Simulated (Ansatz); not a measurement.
# AlHO2 (SMILES [O]=[Al][OH]) at SVWN5/STO-3G

Aim: the energy change on altering one bond length of AlHO2 at SVWN5/STO-3G, from 2 runs. 

The results are computed with Ansatz 0.2.0.

62 further runs of the same task are left out: 8 that didn't finish, 54 set aside as unsound or not needed.

## (1) Starting point

AlHO2 has 4 atoms, charge 0, and is taken as a singlet. As SMILES, `[O]=[Al][OH]`. The shape comes from GFN2-xTB, which is rough for such elements, and wasn't checked as a minimum.

Bond lengths: O1–Al2 1.572 Å, Al2–O3 1.628 Å, O3–H4 0.949 Å. Angles: O1–Al2–O3 180.0°, Al2–O3–H4 179.6°.

## (2) A single-point energy at SVWN5/STO-3G

File molecule.yaml:

```yaml
crystal:
  periodic: [false, false, false]
  atoms:
    - {symbol: O, position_ang: [-1.605830, -1.403740, -0.651200]}
    - {symbol: Al, position_ang: [-0.474020, -0.415070, -0.191330]}
    - {symbol: O, position_ang: [0.698750, 0.609040, 0.285100]}
    - {symbol: H, position_ang: [1.381100, 1.209770, 0.557430]}
basis:
  gaussian:
    orbitals: STO-3G
hamiltonian:
  xc: {name: SVWN5}
accuracy: high
```

Launch:

```console
$ ansatz run molecule.yaml --threads 1 --pin off --max-ram 2610MiB --events-out events.jsonl --progress --plain --runs-dir runs
```

Output:

```text
Warning: RAYON_NUM_THREADS=1 ignored (pool sized by the plan → 1); use --threads N
Functional definition: SVWN5
  name "SVWN5"
  exchange = slater_x
  correlation = vwn5_c
342 factors; integrals over basis functions are off by at most 1.7e-8 eV
mean field evaluation 1: about -10500.0931 eV, gradient 4.8e1 eV
mean field evaluation 2: about -10327.4347 eV, gradient 1.9e2 eV
mean field evaluation 4: about -10509.6364 eV, gradient 6.4e0 eV
mean field evaluation 8: about -10509.7506 eV, gradient 5.4e-1 eV
mean field evaluation 16: about -10509.7181 eV, gradient 2.5e-5 eV
mean field -10509.71806270 eV, -386.2250150616 hartree, gradient 7.9e-9 eV, S^2 0.000000; 0 other end points of the search recorded, 0 dependent functions left out
reference -10509.71806436 eV, -386.2250151223 hartree; 15, 15 occupied and 5, 5 virtual orbitals, 342 factors
Total energy: -10509.71806436 eV, -386.2250151223 hartree
```

Wall time 0.38 s (1 thread of Intel Xeon 6975P-C (Granite Rapids), shared host).

## (3) The distorted shape, same level

File in.yaml:

```yaml
crystal:
  periodic: [false, false, false]
  atoms:
    - {symbol: O, position_ang: [-1.776434, -1.553937, -0.719289]}
    - {symbol: Al, position_ang: [-0.644624, -0.565267, -0.259419]}
    - {symbol: O, position_ang: [0.528146, 0.458843, 0.217011]}
    - {symbol: H, position_ang: [1.381100, 1.209770, 0.557430]}
basis:
  gaussian: {orbitals: STO-3G}
hamiltonian: {xc: {name: SVWN5}}
accuracy: high
```

Launch:

```console
$ ansatz run in.yaml --threads 1 --pin off --max-ram 2610MiB --events-out events.jsonl --progress --plain --runs-dir runs
```

Output:

```text
Warning: RAYON_NUM_THREADS=1 ignored (pool sized by the plan → 1); use --threads N
Functional definition: SVWN5
  name "SVWN5"
  exchange = slater_x
  correlation = vwn5_c
342 factors; integrals over basis functions are off by at most 9.5e-9 eV
mean field evaluation 1: about -10499.1792 eV, gradient 4.8e1 eV
mean field evaluation 2: about -10318.9081 eV, gradient 1.9e2 eV
mean field evaluation 4: about -10508.7531 eV, gradient 1.0e1 eV
mean field evaluation 8: about -10508.7532 eV, gradient 1.0e1 eV
mean field evaluation 16: about -10508.9989 eV, gradient 2.8e-8 eV
mean field -10508.99890188 eV, -386.1985863887 hartree, gradient 2.8e-8 eV, S^2 0.000000; 0 other end points of the search recorded, 0 dependent functions left out
reference -10508.99890355 eV, -386.1985864500 hartree; 15, 15 occupied and 5, 5 virtual orbitals, 342 factors
Total energy: -10508.99890355 eV, -386.1985864500 hartree
```

It took 0.38 s on 1 thread of Intel Xeon 6975P-C (Granite Rapids), shared host.

## (4) Summary of results

At SVWN5/STO-3G:

| quantity | value |
| --- | --- |
| first shape: total energy | -386.22502 Eh |
| distorted shape: total energy | -386.19859 Eh |
| energy change with the O3–H4 bond stretched from 0.949 to 1.186 Å | 0.719 eV |

**Reading.** With the O3–H4 bond stretched from 0.949 to 1.186 Å the energy rises by 0.72 eV (16.6 kcal/mol). The first shape isn't relaxed at this level, so the change isn't measured from a minimum. The minimal basis adds a large error of its own.
